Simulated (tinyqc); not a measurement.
Worked calculation: Pariser-Parr-Pople SCF with singles CI, for the molecule c1cc[cH-]c1 (SMILES; centres numbered as the heavy atoms are written). One step of it, computed by the program tinyqc.

Question. PPP integrals. Ohno: gamma = 14.399645/sqrt(R^2 + a^2), a = 2 x 14.399645/(gamma_rr + gamma_ss); H_rr = -W_r - sum_(s != r) z_s gamma_rs; H_rs = beta for bonds.

Centres (angstrom, eV; a flat drawing with bonds scaled to 1.40 angstrom):
```
centre,x,y,core charge z,W,gamma_rr
1C,1.191000,0.000000,1,10.670000,11.970000
2C,0.368000,1.133000,1,10.670000,11.970000
3C,-0.963000,0.700000,1,10.670000,11.970000
4C,-0.963000,-0.700000,1,10.670000,11.970000
5C,0.368000,-1.133000,1,10.670000,11.970000
```

Resonance integrals (eV):
```
i,j,beta
1,2,-2.390000
2,3,-2.390000
3,4,-2.390000
4,5,-2.390000
5,1,-2.390000
```

Give: repulsion gamma_rs; core matrix H.

Answer.

repulsion gamma_rs (eV):
```
,1C,2C,3C,4C,5C
1C,11.9700,7.7999,5.6149,5.6149,7.7999
2C,7.7999,11.9700,7.8022,5.6142,5.6128
3C,5.6149,7.8022,11.9700,7.8011,5.6142
4C,5.6149,5.6142,7.8011,11.9700,7.8022
5C,7.7999,5.6128,5.6142,7.8022,11.9700
```

core matrix H (eV):
```
,1C,2C,3C,4C,5C
1C,-37.4997,-2.3900,0.0000,0.0000,-2.3900
2C,-2.3900,-37.4990,-2.3900,0.0000,0.0000
3C,0.0000,-2.3900,-37.5023,-2.3900,0.0000
4C,0.0000,0.0000,-2.3900,-37.5023,-2.3900
5C,-2.3900,0.0000,0.0000,-2.3900,-37.4990
```
